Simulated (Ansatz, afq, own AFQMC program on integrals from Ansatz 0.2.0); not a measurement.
# Where AFQMC and coupled cluster stand for CH⁺, singlet

```xyz
2

C     0.0000    0.0000    0.0000
H     0.0000    0.0000    1.8230
```

Basis cc-pVTZ. Noble-gas cores (and the filled d shells of Ga–Kr and In–Xe) are frozen. Ansatz 0.2.0 and our own AFQMC program on the same integrals; the CISD trial comes from CCSD amplitudes, and released means the phaseless constraint is let go. Error bars are statistical, one sigma.

Determinant: RHF, the one that the program's search chose, which needn't be the lowest solution. The geometry is a point of a scan.

Full CI on the same integrals is exact in this basis and with this determinant's frozen core.

Cautions: higher spins were not checked; restricted determinant unstable towards unrestricted (UHF 559 meV lower, ⟨S²⟩ 0.91); strong correlation (T1 0.028, weight of the determinant 0.88, largest double 0.21).

```
T1 diagnostic                               : 0.0276
weight of the determinant in the CISD state : 0.878
size of the correlated space                : 4 electrons in 43 orbitals
```

Reference: full CI, correlation energy -3.823 eV. The released energy is read at 2.40 1/Eh (meV from the phaseless value at times in 1/Eh: -9 ± 4 at 0.24, -18 ± 3 at 0.51, -29 ± 3 at 0.99, -35 ± 3 at 1.62, -36 ± 3 at 2.40).

```json
{"level": "HF", "E − E(reference) (mEh)": "140.48", "share of correlation (%)": "0.00"}
{"level": "MP2", "E − E(reference) (mEh)": "43.27", "share of correlation (%)": "69.20"}
{"level": "CCSD", "E − E(reference) (mEh)": "4.59", "share of correlation (%)": "96.73"}
{"level": "CCSD(T)", "E − E(reference) (mEh)": "0.90", "share of correlation (%)": "99.36"}
{"level": "CCSDT", "E − E(reference) (mEh)": "0.34", "share of correlation (%)": "99.76"}
{"level": "CCSDT(Q)", "E − E(reference) (mEh)": "0.09", "share of correlation (%)": "99.93"}
{"level": "ph-AFQMC/CISD", "E − E(reference) (mEh)": "1.45 ± 0.13", "share of correlation (%)": "98.97"}
{"level": "released AFQMC", "E − E(reference) (mEh)": "0.14 ± 0.11", "share of correlation (%)": "99.90"}
```

CCSDT and higher add their correlation energy to the determinant of the CCSD(T) run, since their own runs factorise the integrals more tightly (a shift of under 2 meV). A walk keeps the symmetry of its determinant, which the program's search chose and which needn't be the lowest solution, so a lower state of the same spin and another symmetry isn't excluded. Released energies are given only where the last usable release times agree within the noise; a slower fall can still hide under it.
